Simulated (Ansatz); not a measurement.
`[Na][SH]` + NH₃ → `[NH2][Na]` + H₂S at 298.15 K and 1 bar (ligand exchange at the Na–S bond).

Gas-phase electronic energies from Ansatz, PBE0-D4/def2-TZVP geometries. CCSD(T)/CBS adds triple-zeta CCSD(T) − MP2 to the extrapolated MP2 energy (def2 sets, frozen cores). This one scheme is used for every species. For Na outer-core shells are correlated without core-valence functions, which leaves a few kJ/mol of doubt a bond.

| species | CCSD(T)/CBS energy (Eh) | H − E (kJ/mol) | S (J/(mol·K)) |
| --- | --- | --- | --- |
| `[Na][SH]` | -560.50072 | 32.2 | 256.3 |
| NH₃ | -56.50880 | 100.5 | 192.4 |
| `[NH2][Na]` | -217.98196 | 70.8 | 258.9 |
| H₂S | -398.97279 | 49.9 | 205.7 |

H − E and S are ideal-gas, rigid-rotor, harmonic terms from PBE0-D4/def2-TZVP. 1 Eh = 2625.50 kJ/mol, R = 8.31446 J/(mol·K).

Task: By hand: ΔE, ΔH, ΔS and ΔG.

Result: ΔE = (-217.98196) + (-398.97279) − (-560.50072) − (-56.50880) = 0.05477 Eh = 143.8 kJ/mol. Δ(H − E) = 70.8 + 49.9 − 32.2 − 100.5 = -12.0, so ΔH = 131.8 kJ/mol. ΔS = 258.9 + 205.7 − 256.3 − 192.4 = 15.9 J/(mol·K). ΔG = 131.8 − 298.15 × (15.9)/1000 = 127.1 kJ/mol.

Task: By hand: the equilibrium constant, and the temperature at which ΔG would vanish if ΔH and ΔS stayed fixed.

Result: log₁₀ K = −ΔG/(RT ln 10) = -22.3. ΔG = 0 at ΔH/ΔS = 8289 K, far beyond where these terms or the molecules hold.

ΔH outweighs TΔS. A doubt of 5 kJ/mol in ΔE shifts log₁₀ K by 0.9 here. These are equilibria of isolated gas molecules and say nothing of rates. Largest T1 diagnostic: 0.012 (customary marks: 0.02 for closed shells, 0.045 for open ones).
